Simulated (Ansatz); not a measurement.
Geometry optimisation, Ansatz 0.2.0, RKS B3LYP-D4/cc-pVDZ.

Input file:

```yaml
crystal:
  periodic: [false, false, false]
  atoms:
    - { symbol: Si, position_ang: [-0.92925, -0.81393, -0.48442] }
    - { symbol: Si, position_ang: [0.89868, 0.29275, 0.39363] }
    - { symbol: S, position_ang: [-1.10661, 1.27926, -0.23343] }
    - { symbol: H, position_ang: [-1.96409, -1.68537, -1.01923] }
    - { symbol: H, position_ang: [2.00322, 0.64033, -0.49606] }
    - { symbol: H, position_ang: [-1.49406, 2.52839, 0.20697] }
total_charge: 1
basis:
  gaussian: { orbitals: cc-pVDZ }
hamiltonian:
  xc: b3lyp
  dispersion: d4
relax:
  f_tol: 0.02
  max_steps: 50
output:
  orbitals: {}
```

Run as:

```bash
$ ansatz run input.yaml --threads 1 --pin off --max-ram 2048MiB --backend cpu --events-out ev --progress --plain --runs-dir out
```

Where does it end, and by what steps?

The run converged. Limits of this set-up: the dipole of an ion depends on the origin. After 10 steps the energy has fallen by 1.686 eV; H6 moved furthest, 0.83 Å.

| step | energy less start (eV) | largest force component (eV/Å) | accepted |
| --- | --- | --- | --- |
| 0 | 0.0000 | 2.052 | yes |
| 1 | -0.7751 | 1.778 | yes |
| 2 | -1.1749 | 1.470 | yes |
| 3 | -1.4332 | 1.099 | yes |
| 4 | -1.5850 | 1.039 | yes |
| 5 | -1.6553 | 0.778 | yes |
| 6 | -1.6736 | 0.428 | yes |
| 7 | -1.6838 | 0.083 | yes |
| 8 | -1.6850 | 0.037 | yes |
| 9 | -1.6816 | 0.199 | no |
| 10 | -1.6860 | 0.019 | yes |

```xyz
6
Properties=species:S:1:pos:R:3
Si -0.716 -0.680 -0.599
Si 0.966 0.303 0.632
S -0.826 1.562 -0.683
H -2.106 -1.234 -0.691
H 1.866 0.537 -0.569
H -1.777 1.754 0.278
```

Whether the end is a true minimum wasn't checked by a vibrational analysis.

Time of the run: 30 s on 1 thread of Arm Neoverse V1 (shared host), peak memory 0.14 GiB.
